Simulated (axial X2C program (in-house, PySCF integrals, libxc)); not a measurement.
## BO: properties at the nuclei

Computed with an axial X2C code built on PySCF integrals: two-component X2C with atomic mean-field Coulomb and Gaunt terms, Gaussian nuclei, basis O dyall-av3z, B dyall-v3z with contracted cores.

R = 1.201 Å (near the PBE0 minimum at charge 0 of the determinant lowest at the starting distance; the state shown can have its own minimum elsewhere).

Determinant lowest in the PBE0 search, Ω = 1/2 (⟨Sz⟩ = 0.50, ⟨Lz⟩ = 0.00 at PBE0), spin on the atoms O -0.02, B 0.52:

```tsv
level	Eeff magnitude (GV/cm)	Ws magnitude O (kHz)	Ws magnitude B (kHz)	A∥/gI O (MHz)	qzz O (a.u.)	A∥/gI B (MHz)	qzz B (a.u.)	μ (D)
PBE0	0.0152	0.00499	0.00766	77	-0.54	612	-0.30	2.39
HF	0.0138	0.00398	0.00779	56	-0.68	668	-0.37	2.88
BP86	0.0151	0.00469	0.00782	71.5	-0.52	588	-0.27	2.18
B3LYP	0.0158	0.00504	0.00803	72.1	-0.56	635	-0.30	2.40
LDA	0.0144	0.00428	0.00765	72.1	-0.55	591	-0.27	2.19
```

Eeff is the effective electric field on the electron electric dipole moment in this Ω state and Ws the scalar–pseudoscalar constant of the nucleus named (defined with the proton number Z and per Ω); A∥ (defined per Ω) follows by multiplying with gI = μI/(I μN); qzz is the electric field gradient, eQq0 = 234.96 MHz × Q/barn × qzz; μ is positive if the B end (last atom) is positive. The operators were transformed with the bare-nucleus X2C matrices; with these basis sets, hyperfine constants and field gradients can be off by tens of per cent, and where levels differ in sign neither size nor sign is settled.

With gI(17O) = -0.7575, Q(17O) = -0.02558 barn, gI(11B) = 1.7924, Q(11B) = 0.04059 barn (g factors from the IAEA table of nuclear moments by Stone; Q from Pyykkö, Mol. Phys. 2018), turn the PBE0 values of the first state into constants in MHz.

A∥(17O) = 77 × -0.7575 = -58.3 MHz; eQq0(17O) = 234.96 × (-0.02558) × (-0.54) = 3.25 MHz; A∥(11B) = 612 × 1.7924 = 1100 MHz; eQq0(11B) = 234.96 × (0.04059) × (-0.30) = -2.86 MHz.

Each state is one determinant with collinear spin. Unrestricted Hartree–Fock can overshoot spin polarisation at the nuclei. The search compared states at one distance, so a state with another bond length can lie lower.
